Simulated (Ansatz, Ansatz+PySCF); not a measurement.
```xyz
17

C     0.0000   -0.3199   -2.5472
C     0.0000    0.5172   -1.2774
C     0.0000   -0.3129    0.0000
C     0.0000    0.5172    1.2774
C     0.0000   -0.3199    2.5472
H     0.0000    0.3097   -3.4502
H     0.8874   -0.9716   -2.5971
H    -0.8874   -0.9716   -2.5971
H    -0.8797    1.1855   -1.2742
H     0.8797    1.1855   -1.2742
H     0.8803   -0.9824    0.0000
H    -0.8803   -0.9824    0.0000
H    -0.8797    1.1855    1.2742
H     0.8797    1.1855    1.2742
H     0.0000    0.3097    3.4502
H    -0.8874   -0.9716    2.5971
H     0.8874   -0.9716    2.5971
```

RHF-MP2 on singlet C5H12 was run in several spherical basis sets with Ansatz (development build ahead of 0.2.0). Frozen core: 5 orbitals.

Question: Rank the basis sets by the total energy that they give, lowest first, with the distance from the lowest.
A. 6-31G(d)
B. def2-SVP
C. cc-pVDZ
D. def2-TZVP

Answer: D (0.00 eV), C (4.94 eV), A (7.52 eV), B (9.08 eV).

Totals follow the description of the cores as much as that of the bonds, so this order isn't one of quality for chemistry.
